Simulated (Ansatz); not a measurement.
Relaxation of AlFH$_{2}$O (5 atoms, charge 0, multiplicity 1), to a largest force component of 0.03 eV/Å in at most 50 steps.

The calculation used RKS PBE-D4/def2-SVP in Ansatz.

```xyz
5
Properties=species:S:1:pos:R:3
Al -0.968 -0.020 0.407
H 1.617 -0.209 1.373
O 1.997 0.083 0.505
H 2.236 -0.765 0.082
F -1.080 -0.041 -1.283
```

Q: Where does it end, and by what steps?

A: It converged. After 12 steps the energy has fallen by 0.361 eV; F5 moved furthest, 0.93 Å. Joined: Al1–O3 (2.97 → 2.23 Å).

```json
{"step": "0", "energy less start (eV)": "0.0000", "largest force component (eV/Å)": "0.579", "accepted": "yes"}
{"step": "1", "energy less start (eV)": "-0.0451", "largest force component (eV/Å)": "1.581", "accepted": "yes"}
{"step": "2", "energy less start (eV)": "-0.1029", "largest force component (eV/Å)": "2.022", "accepted": "yes"}
{"step": "3", "energy less start (eV)": "-0.2194", "largest force component (eV/Å)": "0.813", "accepted": "yes"}
{"step": "4", "energy less start (eV)": "-0.2747", "largest force component (eV/Å)": "0.610", "accepted": "yes"}
{"step": "5", "energy less start (eV)": "-0.2981", "largest force component (eV/Å)": "0.672", "accepted": "yes"}
{"step": "6", "energy less start (eV)": "-0.3260", "largest force component (eV/Å)": "0.336", "accepted": "yes"}
{"step": "7", "energy less start (eV)": "-0.3481", "largest force component (eV/Å)": "0.392", "accepted": "yes"}
{"step": "8", "energy less start (eV)": "-0.3570", "largest force component (eV/Å)": "0.308", "accepted": "yes"}
{"step": "9", "energy less start (eV)": "-0.3600", "largest force component (eV/Å)": "0.072", "accepted": "yes"}
{"step": "10", "energy less start (eV)": "-0.3606", "largest force component (eV/Å)": "0.065", "accepted": "yes"}
{"step": "11", "energy less start (eV)": "-0.3610", "largest force component (eV/Å)": "0.049", "accepted": "yes"}
{"step": "12", "energy less start (eV)": "-0.3611", "largest force component (eV/Å)": "0.006", "accepted": "yes"}
```

```xyz
5
Properties=species:S:1:pos:R:3
Al -0.752 0.239 0.448
H 1.880 -0.493 1.296
O 1.464 0.104 0.643
H 1.467 -0.372 -0.223
F -0.256 -0.429 -1.082
```

Whether the end is a true minimum wasn't checked by a vibrational analysis.

The run took 17 s on 1 thread of Arm Neoverse V1 (shared host), peak memory 0.12 GiB.
